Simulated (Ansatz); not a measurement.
The same path of CH4BCl + H2 (9 atoms, charge 0, multiplicity 1) was run twice with different band settings. Lost on the way: B1–Cl2, H8–H9. Made: B1–H8, Cl2–H9.

Theory: Ansatz, RKS PBE0-D4/def2-SVP.

Relaxed end points:

```xyz
9
Properties=species:S:1:pos:R:3
B -0.208 0.539 0.200
Cl -0.271 0.526 1.956
H 0.861 0.824 -0.283
C -1.456 0.215 -0.665
H -2.351 -0.075 -0.099
H -1.692 1.099 -1.285
H -1.205 -0.581 -1.388
H 0.528 -2.819 0.316
H 0.438 -2.399 0.944
```

```xyz
9
Properties=species:S:1:pos:R:3
B 0.002 -0.410 -0.413
Cl -0.070 -0.208 2.233
H 0.951 0.339 -0.493
C -1.434 0.075 -0.791
H -2.253 -0.549 -0.404
H -1.635 1.134 -0.571
H -1.465 -0.020 -1.897
H 0.237 -1.597 -0.297
H 0.310 -1.434 2.329
```

Common settings: movable images 7; climbing image yes; spring 5.0 eV/Å²; optimiser quadratic models (default); force threshold 0.05 eV/Å; iteration limit 60; end points relaxed.

| run | start path |
| --- | --- |
| 1 | through a guess of the saddle point |
| 2 | straight line |

Task: What does each run give, and how far can it be trusted?

Result: Run 1: converged after 13 iterations, highest image 1.036 eV above the first end. A vibrational analysis at the climbing image gives one clearly imaginary mode, 571i cm⁻¹: a first-order saddle point.
Run 2: converged after 12 iterations, highest image 1.037 eV above the first end. Another band between the same ends (7 images) ends at a top of the same energy, where a vibrational analysis finds 1 clearly imaginary mode.
The orbitals stay closed-shell, which can raise the energy where a bond breaks towards radicals; this wasn't checked here.
